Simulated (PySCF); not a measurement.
Species: HCF (singlet state).
Atom-mapped SMILES: `[CH:1][F:2]` (hydrogens: H3 on C1)

Computed with PySCF at B3LYP/def2-SVPD, non-relativistic, on one gas-phase PBE0-D3(BJ)/def2-SVP geometry that isn't relaxed in the solvent. The solvent is an IEF-PCM continuum (cavity from Bondi-type radii × 1.2), and excitations are vertical TDDFT with non-equilibrium linear response and a frozen core. The model holds no explicit solvent molecules, cavitation or dispersion.

Gas-phase singlets (H = HOMO, L = LUMO):

```csv
state,E (eV),λ (nm),f,leading configurations
S1,2.221,558,0.005,H→L 100%
S2,6.764,183,0.083,H→L+1 100%
S3,7.893,157,0.026,H→L+2 98%
S4,8.345,149,0.025,H-1→L 97%
S5,9.238,134,0.010,H→L+4 98%
```

Problem. How does the list change in chloroform (ε = 4.711)?

Solution. 
```csv
state,E (eV),λ (nm),f,leading configurations,change by rank (eV)
S1,2.284,543,0.006,H→L 100%,+0.063
S2,6.873,180,0.097,H→L+1 99%,+0.109
S3,7.951,156,0.038,H→L+2 98%,+0.058
S4,8.338,149,0.031,H-1→L 98%,-0.007
S5,9.251,134,0.061,H→L+3 90%,+0.013
```

Problem. Give the list for dichloromethane (ε = 8.93), n² = 2.03.

Solution. 
| state | E (eV) | λ (nm) | f | leading configurations | change by rank (eV) |
| --- | --- | --- | --- | --- | --- |
| S1 | 2.308 | 537 | 0.006 | H→L 100% | +0.087 |
| S2 | 6.915 | 179 | 0.096 | H→L+1 99% | +0.151 |
| S3 | 7.975 | 155 | 0.040 | H→L+2 98% | +0.082 |
| S4 | 8.345 | 149 | 0.031 | H-1→L 98% | 0.000 |
| S5 | 9.249 | 134 | 0.062 | H→L+3 90% | +0.011 |

Problem. The ground-state energy changes by -0.111 eV from gas to dichloromethane. By how much does the total energy of gas-phase S1 change?

Solution. E(S1) = E(S0) + excitation energy, so it changes by -0.111 + 0.087 = -0.024 eV: it is lowered less than the ground state, which is what a blue shift means. This is the vertical state, with the slow part of the continuum still set for S0.

Problem. How do the frontier levels move from gas to dichloromethane?

Solution. 
```json
{"orbital": "LUMO+2", "gas (eV)": "2.10", "solvent (eV)": "2.23", "change (eV)": "+0.13", "Löwdin shares, gas": "F2 48 %, H3 36 %, C1 16 %", "Löwdin shares, solvent": "F2 45 %, H3 35 %, C1 20 %"}
{"orbital": "LUMO+1", "gas (eV)": "0.84", "solvent (eV)": "1.06", "change (eV)": "+0.22", "Löwdin shares, gas": "C1 56 %, H3 26 %, F2 18 %", "Löwdin shares, solvent": "C1 61 %, F2 20 %, H3 19 %"}
{"orbital": "LUMO", "gas (eV)": "-3.14", "solvent (eV)": "-3.00", "change (eV)": "+0.14", "Löwdin shares, gas": "C1 68 %, F2 23 %, H3 10 %", "Löwdin shares, solvent": "C1 68 %, F2 23 %, H3 9 %"}
{"orbital": "HOMO", "gas (eV)": "-7.05", "solvent (eV)": "-7.05", "change (eV)": "0.00", "Löwdin shares, gas": "C1 64 %, F2 22 %, H3 14 %", "Löwdin shares, solvent": "C1 64 %, F2 22 %, H3 14 %"}
{"orbital": "HOMO-1", "gas (eV)": "-13.10", "solvent (eV)": "-12.97", "change (eV)": "+0.13", "Löwdin shares, gas": "F2 54 %, C1 32 %, H3 14 %", "Löwdin shares, solvent": "F2 53 %, C1 33 %, H3 14 %"}
{"orbital": "HOMO-2", "gas (eV)": "-14.45", "solvent (eV)": "-14.30", "change (eV)": "+0.15", "Löwdin shares, gas": "F2 86 %, C1 14 %", "Löwdin shares, solvent": "F2 86 %, C1 14 %"}
{"orbital": "HOMO-3", "gas (eV)": "-15.23", "solvent (eV)": "-15.05", "change (eV)": "+0.18", "Löwdin shares, gas": "F2 61 %, C1 26 %, H3 13 %", "Löwdin shares, solvent": "F2 62 %, C1 26 %, H3 12 %"}
```

The HOMO–LUMO gap goes from 3.91 to 4.05 eV.
